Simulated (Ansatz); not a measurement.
# CH₂⁺, doublet in cc-pVTZ: errors against full CI

Geometry: a PBE0/def2-TZVP stationary point for this spin, not checked as a minimum.

```xyz
3

C     0.0000    0.0000    0.0000
H     0.0000    0.0000   -1.0935
H     0.0000    0.0000    1.0935
```

Basis cc-pVTZ; Ansatz 0.2.0. Only valence electrons are correlated (noble-gas cores frozen), which leaves 5 electrons in 57 orbitals. Prefix R: restricted or restricted open-shell reference; prefix U: unrestricted. Active spaces: valence = (5e, 6o) chosen from the atoms' valence shells.

Full CI is exact within this basis and frozen core; it isn't the basis-set limit. The frozen core follows each run's orbitals, which can shift R against U totals by a few meV.

For open shells CISD is restricted-active-space CI with the open shells as a complete middle space.

```
UHF ⟨S²⟩                          : 0.763
T1 diagnostic (RCCSD)             : 0.0172
largest doubles amplitude (RCCSD) : 0.066
T1 diagnostic (UCCSD)             : 0.0093
```

```
                   level  E − E(full CI) (meV)  share of correlation (%)  wall time
                     RHF                  3392                      0.00          –
                     UHF                  3244                      4.36          –
                    RMP2                   621                     81.71          –
                    UMP2                   627                     81.50          –
                    CISD                   134                     96.04      2.9 s
                   RCCSD                    75                     97.79          –
                   UCCSD                    71                     97.89          –
                RCCSD(T)                    12                     99.63      3.8 s
                UCCSD(T)                    11                     99.67      3.9 s
                 BCCD(T)                    12                     99.63      2.3 s
                  RCCSDT                     1                     99.97          –
                  UCCSDT                     0                    100.01          –
               RCCSDT(Q)                     0                    100.00       25 s
               UCCSDT(Q)                    -1                    100.04       24 s
  CASSCF (valence space)                  2088                     38.44          –
  NEVPT2 (valence space)                   405                     88.05     0.97 s
  MRCISD (valence space)                    54                     98.39          –
MRCISD+Q (valence space)                     2                     99.94        2 s
```

The correlation energy at full CI, counted from RHF, is -3.392 eV. That run took 2 min on 1 thread of Intel Xeon, shared host over 5,837,172 determinants.

Times hold each run's SCF and search for its determinant on a shared host, so for small cases they say little of a method's own cost; they ran on 1 thread of Intel Xeon. Some runs computed forces too.

The full-CI state has the irrep B3u of D2h, in the program's axes (one component, if the state is degenerate).

Natural occupations of full CI about the gap: 1.959 1.954 0.990 0.024 0.021 0.015 0.006 0.006 0.005 0.005; effectively unpaired electrons, Σ n²(2−n)², 1.02.
